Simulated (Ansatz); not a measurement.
# Molecular dynamics, step by step

CH₂ClSi (charge -1), singlet, PBE0-D4/def2-SVP (Ansatz 0.2.0). Settings (timestep in fs, temperature in K, friction in 1/fs; T counts 15 degrees of freedom, while the starting velocities carry no drift of the centre of mass, so T starts below the set value):

```yaml
hamiltonian: {xc: pbe0, dispersion: d4}
md: {n_steps: 80, timestep: 0.25, temperature: 1000, ensemble: nvt_langevin, seed: 402, friction: 0.05, initial_velocities: maxwell_boltzmann}
```

Start:

```
atom    x (Å)    y (Å)    z (Å)
  C1  -0.4181   0.5544  -0.3031
 Si2  -0.2676  -0.3552   1.2037
 Cl3   1.6672  -1.9505   0.6949
  H4  -1.1742   1.3319  -0.4059
  H5   0.1926   0.4193  -1.1896
```

```tsv
step	time (fs)	potential energy less the start (meV)	kinetic energy (meV)	T (K)
0	0.00	0.0	517.0	800
5	1.25	132.7	415.4	643
10	2.50	301.2	339.3	525
15	3.75	259.5	402.8	623
20	5.00	108.2	584.2	904
25	6.25	94.2	510.5	790
30	7.50	240.6	450.5	697
35	8.75	305.9	326.4	505
40	10.00	123.0	626.6	969
45	11.25	155.1	596.2	922
50	12.50	244.3	557.4	862
55	13.75	315.2	453.6	702
60	15.00	254.7	379.3	587
65	16.25	137.4	505.0	781
70	17.50	136.7	451.0	698
75	18.75	170.2	250.3	387
80	20.00	159.3	291.0	450
```

Step 30, positions (Å) and forces (eV/Å):

```json
{"atom": "C1", "x": "-0.431", "y": "0.459", "z": "-0.284", "Fx": "3.116", "Fy": "-1.362", "Fz": "-2.638"}
{"atom": "Si2", "x": "-0.315", "y": "-0.351", "z": "1.192", "Fx": "1.072", "Fy": "-1.703", "Fz": "1.452"}
{"atom": "Cl3", "x": "1.692", "y": "-1.933", "z": "0.727", "Fx": "-1.025", "Fy": "0.843", "Fz": "0.213"}
{"atom": "H4", "x": "-1.156", "y": "1.175", "z": "-0.454", "Fx": "-2.019", "Fy": "1.985", "Fz": "-0.423"}
{"atom": "H5", "x": "0.282", "y": "0.298", "z": "-1.188", "Fx": "-1.144", "Fy": "0.238", "Fz": "1.396"}
```

Step 55, positions (Å) and forces (eV/Å):

| atom | x | y | z | Fx | Fy | Fz |
| --- | --- | --- | --- | --- | --- | --- |
| C1 | -0.399 | 0.375 | -0.322 | -1.961 | 2.540 | -2.781 |
| Si2 | -0.356 | -0.372 | 1.198 | 1.086 | -1.486 | 1.175 |
| Cl3 | 1.693 | -1.931 | 0.763 | -1.042 | 0.808 | 0.264 |
| H4 | -1.299 | 1.167 | -0.604 | 2.057 | -1.823 | 0.908 |
| H5 | 0.241 | 0.229 | -1.219 | -0.140 | -0.040 | 0.435 |

Step 75, positions (Å) and forces (eV/Å):

| atom | x | y | z | Fx | Fy | Fz |
| --- | --- | --- | --- | --- | --- | --- |
| C1 | -0.399 | 0.371 | -0.375 | 2.141 | -1.993 | 0.624 |
| Si2 | -0.382 | -0.398 | 1.199 | 1.269 | -0.797 | -0.512 |
| Cl3 | 1.693 | -1.939 | 0.795 | -1.071 | 0.802 | 0.289 |
| H4 | -1.218 | 0.993 | -0.521 | -1.834 | 1.707 | -0.732 |
| H5 | 0.313 | 0.158 | -1.204 | -0.505 | 0.281 | 0.331 |

Last step (80):

C1  (-0.393, 0.368, -0.386)
Si2  (-0.389, -0.402, 1.198)
Cl3  (1.689, -1.938, 0.802)
H4  (-1.240, 0.993, -0.503)
H5  (0.316, 0.162, -1.165)
(Å)

The run took about 58 s on 2 CPU threads of an Arm Neoverse V2 (shared host).
